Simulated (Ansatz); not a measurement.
# BSiHO+ (quartet): the correlation ladder, def2-QZVPP

An exercise on one series of results from a longer session: the logs are not shown, and one member is left open.

Program: Ansatz 0.2.0, Gaussian basis. Level of theory: def2-QZVPP, core rule «outside noble gas», up to 7 orbitals frozen. These are calculated values, not measurements.

The runs, in order: UHF; ROHF; CCSD(T) on UHF.

2 further runs of the same task are left out: 2 set aside as unsound or not needed.

## The geometry

The geometry is a PBE0/def2-TZVP stationary point (not a proven minimum) of the parent state, kept for this charge and spin.

4 atoms, charge 1, spin multiplicity 4.

Atoms are counted from 1 here; the program's logs count them from 0.

Bond lengths: B1–Si2 1.800 Å, B1–H4 1.175 Å, Si2–O3 1.513 Å. Angles: Si2–B1–H4 180.0°, B1–Si2–O3 180.0°.

The first run:

Input file in.yaml:

```yaml
crystal:
  periodic: [false, false, false]
  atoms:
    - {symbol: B, position_ang: [0.000000, 0.000000, 0.984275]}
    - {symbol: Si, position_ang: [0.000000, 0.000000, -0.815325]}
    - {symbol: O, position_ang: [0.000000, 0.000000, -2.328425]}
    - {symbol: H, position_ang: [0.000000, 0.000000, 2.159475]}
basis:
  gaussian: {orbitals: "def2-QZVPP.json"}
total_charge: 1
magnetization: {spin_polarized: true, initial_magnetization: 3}
hamiltonian: {xc: hf}
output: {orbitals: {seedname: orbitals}}
```

Launch:

```sh
$ ansatz run in.yaml --threads 1 --pin off --events-out ev --progress --plain --max-ram 2393MiB
```

Among the steps run: UHF; ROHF; CCSD(T) on UHF.

One of the session's tables, all rows but one given; the rest of the session is left out.

```
  method  from UCCSD(T) (kcal/mol)
    ROHF                   +251.49
     UHF                         ?
    UMP2                    +28.84
   UCCSD                     +9.44
UCCSD(T)                         0
```

Q: Estimate the row for UHF from the others.

The run gave: from UCCSD(T) (kcal/mol): +246.06. In the column «from UCCSD(T) (kcal/mol)» it lies between UMP2 (+28.84) and ROHF (+251.49).
